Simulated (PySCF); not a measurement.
Atoms are numbered as in `[CH3:1][CH2:2][CH2:3][N:4]([CH3:5])[CH3:6]`. Hydrogens are named by the atom that carries them.

[PySCF: shieldings: GIAO PBE0/pcSseg-1; coordinates at the GFN2-xTB level; a single conformation; in vacuum; averaged over atoms made equivalent by symmetry, fast rotation or ring inversion; relativity neglected]

**Question.** List the cross peaks expected in HSQC, COSY and HMBC spectra.

**Answer.** 

HSQC (one-bond C–H):
```csv
δH,δC
2.20 (H(C5)/H(C6)),47.6 (C5/C6)
2.01 (H(C3)),65.6 (C3)
1.51 (H(C2)),26.8 (C2)
0.97 (H(C1)),14.4 (C1)
```

COSY cross peaks (H two or three bonds apart, from the bond graph; peaks can be absent where the dihedral angle is near 90°):
```csv
δH,δH
2.01 (H(C3)),1.51 (H(C2))
1.51 (H(C2)),0.97 (H(C1))
```

HMBC (two and three bonds, from the bond graph):
```csv
δH,δC
2.20 (H(C5)/H(C6)),"65.6 (C3), 47.6 (C5/C6)"
2.01 (H(C3)),"47.6 (C5/C6), 26.8 (C2), 14.4 (C1)"
1.51 (H(C2)),"65.6 (C3), 14.4 (C1)"
0.97 (H(C1)),"65.6 (C3), 26.8 (C2)"
```

δ = σ(ref) − σ, references computed at the same level: 1H and 13C vs TMS.

Short H···H contacts in this conformer between protons four or more bonds apart (candidates for NOE cross peaks, intensity ∝ r⁻⁶): H(C2)···H(C5) 2.22 Å, H(C3)···H(C6) 2.25 Å, H(C1)···H(C3) 2.46 Å.

Shifts are as computed. Against solution values, carbons near 30 ppm lie about +3 ppm off and those near 130 ppm about +5 ppm. Of 1211 compounds with measured shifts, 218 miss one by over three times the rms of a fit or turn the order of signals round; such compounds aren't used in these exercises.
